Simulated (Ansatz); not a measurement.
Two shapes of singlet CH₃O(-).

Shape 1:

```xyz
5

C     0.0000    0.0000   -0.5080
O     0.0000    0.0000    0.7814
H     0.0000   -1.0305   -1.0677
H    -0.8925    0.5153   -1.0677
H     0.8925    0.5153   -1.0677
```

Shape 2:

```xyz
5

C     0.0199   -0.0392   -0.4842
O    -0.0005    0.0436    0.7569
H    -0.0310   -1.0521   -1.1004
H    -0.9238    0.4763   -1.0691
H     0.8577    0.4795   -1.0648
```

Basis set: 6-31G* (spherical functions). Left uncorrelated: 2 orbitals. Charge -1, multiplicity 1.

Computed with Ansatz (development build ahead of 0.2.0); each method stands on the lowest determinant of its kind that the runs found.

Which shape is lower in energy, and by how much in each method?

| method | E(2) − E(1) (eV) |
| --- | --- |
| RHF | 0.200 |
| RHF-MP2 | 0.226 |

Shape 1 is lower. Caution: no diffuse functions for an anion.
